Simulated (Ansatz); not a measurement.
in.yaml

```yaml
crystal:
  periodic: [false, false, false]
  atoms:
    - {symbol: N, position_ang: [0.000000, 0.000000, 0.000000]}
    - {symbol: N, position_ang: [0.000000, 0.000000, 1.370000]}
basis:
  gaussian: {orbitals: 6-31G}
magnetization: {spin_polarized: true, initial_magnetization: 2}
hamiltonian: {xc: {name: PBE}}
correlation: {method: rpa, electrons: outside_noble_gas}
```

```sh
$ ansatz run in.yaml --threads 1 --pin off --events-out ev --progress --plain --max-ram 2393MiB
```

The program prints:

```
267 factors; integrals over basis functions are off by at most 1.3e-4 eV
mean field evaluation 1: about -2968.0841 eV, gradient 9.4e0 eV
mean field evaluation 2: about -2968.0783 eV, gradient 9.5e0 eV
mean field evaluation 4: about -2968.5576 eV, gradient 7.2e-1 eV
mean field evaluation 8: about -2968.5596 eV, gradient 3.6e-1 eV
mean field evaluation 16: about -2969.5807 eV, gradient 7.4e-3 eV
mean field evaluation 32: about -2969.5748 eV, gradient 8.8e-1 eV
mean field evaluation 64: about -2969.5458 eV, gradient 2.1e0 eV
mean field evaluation 96: about -2968.5511 eV, gradient 9.1e-1 eV
mean field evaluation 128: about -2968.8739 eV, gradient 1.5e-1 eV
mean field -2969.58072738 eV, -109.1300788769 hartree, gradient 1.3e-6 eV, S^2 2.001622; 13 other end points of the search recorded, 0 dependent functions left out
2 core orbitals not correlated: weight in the atoms' cores, before any rotation towards them, 1.000 or more for the frozen orbitals, at most 0.000 for the correlated occupied ones
reference -2956.74174442 eV, -108.6582549561 hartree; 6, 4 occupied and 10, 12 virtual orbitals, 267 factors
Total energy: -2965.05590093 eV, -108.9637945723 hartree
```

Ran on 1 thread of Arm Neoverse V1, shared host: 2 s wall, 0.15 GiB peak host memory.
